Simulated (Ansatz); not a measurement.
System: bcc Fe. Method: LDA in Ansatz (PAW).

Settings: plane-wave cutoff 520 eV, 20×20×20 k mesh, Fermi–Dirac smearing 0.1 eV, perturbation theory, spin-polarised with parallel moments, scalar-relativistic PAW data made under PBE.

Computed at the level's own relaxed cell.

Harmonic phonon frequencies (cm⁻¹; i marks an imaginary mode):

| q point | frequencies |
|---|---|
| H | ? |
| N | ? |
| P | 272 272 272 |

Q: Some entries are withheld; supply them.

A: 
- H, frequencies: 281 281 281
- N, frequencies: 189 218 348

No imaginary mode appears at these points.

Ansatz is an electronic-structure program.
